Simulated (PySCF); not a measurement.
methylamine cation (CH5N), SMILES NC (connectivity only; charge and spin as stated), charge +1, multiplicity 2. Atoms are numbered in the order given.

```xyz
7

C     -0.7021    -0.0157     0.0000
N      0.7073    -0.0084     0.0000
H     -1.0888    -0.4664     0.9152
H     -1.0888    -0.4664    -0.9152
H     -1.0438     1.0451     0.0000
H      1.2415     0.0204     0.8688
H      1.2415     0.0204    -0.8688
```
Charge +1, spin multiplicity 2.

Geometry: r2SCAN-D4/def2-TZVP. The multiplicity is an assumed one; other spin states were not compared.

Level of theory: B3LYP/def2-TZVPD (PySCF).

The molecule is in vacuum.

The total energy is -95.57352 hartree. The point group is Cs. The α spin, highest occupied and lowest empty level is -15.96 and -5.72 eV and the β spin, highest occupied and lowest empty level is -17.78 and -11.60 eV. The dipole moment about the centre of nuclear charge is 1.36 D and the mean static polarisability is 20.3 bohr³ (3.00 Å³). The polarisability, principal values comes out as 16.5, 18.4, 25.9 bohr³ and the ⟨S²⟩ is 0.755 (pure state 0.75).
